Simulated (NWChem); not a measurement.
Correlation energy of O (+1)

SMILES: [O+]
```xyz
1

O      0.0000     0.0000     0.0000
```
Charge +1, spin multiplicity 4.

All runs are NWChem calculations.

Basis set: def2-QZVP. Each correlation energy counts from its own Hartree-Fock reference.

| method | correlation energy (mHa) |
|---|---|
| UMP2 | -105.9 |
| SCS-UMP2 | -100.2 |
| CCSD on ROHF | -124.0 |
| CCSD[T] on ROHF | -126.1 |
| CCSD(T) on ROHF | -126.1 |
| CCSD on UHF | -119.8 |
| CCSD[T] on UHF | -121.8 |
| CCSD(T) on UHF | -121.8 |

The values span 25.9 mHa, from CCSD(T) on ROHF (lowest) to SCS-UMP2 (highest). 

The correlated methods keep 1 core orbital frozen. No SCF solution was tested for a lower state. Open-shell Hartree-Fock references start from PBE0 orbitals. No row is a measurement; the coupled-cluster row has its own basis-set and correlation limits.
